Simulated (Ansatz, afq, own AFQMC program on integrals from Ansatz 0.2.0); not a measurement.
Atomization energy of NH2S, doublet

```xyz
4

N     0.0000   -0.1878    1.0997
S     0.0000    0.0962   -0.5000
H     0.0000    0.7404    1.5312
H     0.0000   -1.1895   -0.9067
```

Connectivity, by distances: NH–SH.

Atoms in their ground-state spins without spin–orbit coupling (mostly on UHF) minus the molecule (UHF), without zero-point energy. The geometry is a stationary point, not shown to be a minimum.

Basis cc-pVDZ. Only valence electrons are correlated. Ansatz 0.2.0 and our own AFQMC program on the same integrals; the CISD trial comes from CCSD amplitudes, and released means the phaseless constraint is let go. Free AFQMC starts from the CCSD state and is never constrained. Its projection time is finite, and what remains of the start isn't in its error. ± is one standard error of the sampling. The errors of all members are added in quadrature.

No full CI on the walks' own integrals is used here; CCSDT(Q) serves as the reference and is uncertain by about the last step of the cluster series. Each member takes its own surest rung, up to full CI.

Errors are counted within cc-pVDZ, not against nature.

Cautions: NH₂S (doublet): its ph-AFQMC/CISD value lies 44 ± 11 meV above CCSDT(Q).

```tsv
level	atomization energy (kcal/mol)
HF	128.7
CCSD	203.9
```

Q: From these cheaper values, estimate the atomization energy at the reference level in cc-pVDZ.

A: 209.0 kcal/mol (CCSDT(Q) in cc-pVDZ).

```tsv
level	atomization energy (kcal/mol)	error against CCSDT(Q) (kcal/mol)
MP2	205.6	-3.4
CCSD(T)	208.3	-0.7
CCSDT	208.6	-0.4
ph-AFQMC/HF	210.3 ± 1.3	1.3 ± 1.3
ph-AFQMC/CISD	208.1 ± 0.3	-0.9 ± 0.3
released AFQMC	208.4 ± 0.4	-0.5 ± 0.4
free AFQMC	209.2 ± 0.5	0.2 ± 0.5
```

Correlation beyond CCSD(T) adds 0.7 kcal/mol. The perturbative (T) step is worth +4.4 kcal/mol.

Free projections are given only where their last times agree within the noise and don't stop above the reference; a slow remainder of the start can still hide under it. A walk keeps the symmetry of its determinant, which the program's search chose and which needn't be the lowest solution, so a lower state of the same spin and another symmetry isn't excluded. Released energies are given only where the last usable release times agree within the noise; a slower fall can still hide under it.
